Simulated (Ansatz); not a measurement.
Rock-salt NaF: LDA at its full settings (plane-wave cutoff 520 eV, 12×12×12 k mesh, Fermi–Dirac smearing 0.01 eV, scalar-relativistic PAW data made under PBE) and at cheaper ones, in a cell of 2 atoms with Γ-centred meshes.

```csv
level and setting,lattice constant a (Å),bulk modulus (GPa)
LDA (Ansatz),4.503,61.2
LDA (2×2×2 k mesh) (Ansatz),4.541,57.0
LDA (4×4×4 k mesh) (Ansatz),4.503,61.2
```

Largest shifts from the full settings: lattice constant a +0.84 % (LDA (2×2×2 k mesh)), against a difference of -1.72 % of the full result from the reference 4.582 Å (measured, static lattice: zero-point anharmonic expansion removed; as tabulated in Mejia-Rodriguez and Trickey (2018), arXiv:1807.09216); bulk modulus -6.9 % (LDA (2×2×2 k mesh)), against a difference of +15.3 % of the full result from the reference 53.1 GPa (measured, 0 K value with the zero-point phonon effect removed; as tabulated in Mejia-Rodriguez and Trickey (2018), arXiv:1807.09216).

Ansatz's density-functional and Hartree–Fock values are scalar-relativistic unless marked +SOC, with PAW data made under PBE.

Run with cheap settings on purpose, which may leave them unconverged: LDA (2×2×2 k mesh), LDA (4×4×4 k mesh).

Ansatz is an electronic-structure program.
